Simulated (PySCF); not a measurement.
Task: Write Cartesian coordinates for InChI=1S/C4H7FS/c5-4-1-2-6-3-4/h4H,1-3H2/t4-/m1/s1 as optimised with GFN2-xTB.

Result: 
```xyz
13
C4H7FS angstrom
F     -1.4725   -1.7054    0.0821
C     -0.6752   -0.6711   -0.3506
C      0.6872   -0.7062    0.3359
C      1.3662    0.6005   -0.0260
S      0.0480    1.8803   -0.0456
C     -1.3095    0.6663    0.0043
H     -0.5763   -0.7900   -1.4368
H      0.5283   -0.7762    1.4140
H      1.2749   -1.5654    0.0126
H      2.1231    0.9012    0.6945
H      1.8072    0.5659   -1.0224
H     -2.0855    0.9703   -0.6942
H     -1.7202    0.6301    1.0143
```

Any rigid rotation of these coordinates is as good. Atoms count from 1 in this order. The 5-membered ring C2–C3–C4–S5–C6 has internal angles of 94.0° to 106.7° (sum 518°, against 540° for a flat polygon); it is puckered, 0.20 Å rms from its mean plane, widest ring torsion 50°.

Bonds between heavy atoms (Å): F1–C2 1.376, C2–C3 1.526, C3–C4 1.516, C4–S5 1.837, S5–C6 1.822, C2–C6 1.522.

Structure optimised with GFN2-xTB, isolated species.

Point group: C1 (no symmetry element, even within 0.4 Å). No GFN2-xTB frequencies stand behind this structure, so it isn't proved a minimum. The numbers are those of one conformer (F1–C2–C3–C4 -170°, C2–C3–C4–S5 37°, C3–C4–S5–C6 -13°, C4–S5–C6–C2 -15°).

These are computed values.
